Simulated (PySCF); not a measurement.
C4H6NP.
Geometry (GFN2-xTB, Å), atoms numbered from 1 in this order:
```
atom  x, y, z in Å
C1    -1.699   -0.036   -0.009
C2    -0.223    0.173    0.031
C3     0.463    1.331    0.251
P4     2.208    1.102    0.207
C5     1.930   -0.559   -0.109
N6     0.614   -0.878   -0.169
H7    -2.210    0.904    0.170
H8    -2.008   -0.421   -0.981
H9    -2.009   -0.751    0.754
H10   -0.010    2.279    0.432
H11    2.665   -1.330   -0.256
H12    0.280   -1.814   -0.346
```

Probes without a nucleus sit at each ring's centroid and 1 Å off its mean plane on both sides; NICS is minus the shielding there, NICSzz its component along the normal. Level: GIAO PBE0/pcSseg-1 (PySCF, non-relativistic, gas phase) on the GFN2-xTB geometry, one conformer.

Ring bond lengths (Å), with Mayer bond orders in brackets: C2–C3 1.365 (1.50), C3–P4 1.760 (1.22), P4–C5 1.714 (1.46), C5–N6 1.355 (1.20), N6–C2 1.358 (1.12).

Give the NICS values of each ring in ppm.

| ring | type | NICS(0) | NICS(1), two faces | NICS(1)zz, two faces | rms pucker (Å) | centre to ring atoms, mean (Å) |
| --- | --- | --- | --- | --- | --- | --- |
| C2–C3–P4–C5–N6 | 5-membered ring with N and P; formal bonds all aromatic | -12.9 | -11.2 / -11.2 | -28.4 / -28.4 | 0.00 | 1.28 |

What do they say, and how far can they be read as aromaticity?

- C2–C3–P4–C5–N6: mean NICS(1)zz -28.4 ppm, shielded.

And the bond-length index? HOMA = 1 − mean of α(R − Ropt)² over the ring bonds, with Krygowski's 1993 parameters (CC: Ropt 1.388 Å, α 257.7 Å⁻²; CN: Ropt 1.334 Å, α 93.52 Å⁻²; CP: Ropt 1.698 Å, α 118.91 Å⁻²).

- C2–C3–P4–C5–N6: HOMA 0.85; the largest term is that of C3–P4, α(R − Ropt)² = 0.46.

What are the shieldings of the ring atoms and their hydrogens in the same run (means over atoms taken as equivalent)?

| atoms | environment | σ isotropic (ppm) | principal values of the symmetric part, first atom (ppm) |
| --- | --- | --- | --- |
| C2 | substituted aromatic carbon | 47.9 | -36.1, 47.9, 131.8 |
| C3 | aromatic CH carbon | 55.1 | -51.4, 61.7, 155.0 |
| P4 | phosphorus bonded to 2 C | 198.5 | 28.6, 115.2, 451.6 |
| C5 | aromatic CH next to a ring nitrogen | 31.0 | -105.8, 59.4, 139.5 |
| N6 | pyrrole-type nitrogen | 72.7 | -18.0, 77.9, 158.1 |
| H10 | aromatic hydrogen | 24.77 | 22.6, 24.1, 27.6 |
| H11 | aromatic hydrogen | 23.66 | 21.5, 23.0, 26.5 |
| H12 | N–H hydrogen | 23.31 | 16.7, 24.8, 28.4 |

The run took about 40 s of CPU time (one thread, shared machine). This is the whole shielding run at PBE0/pcSseg-1, SCF included.
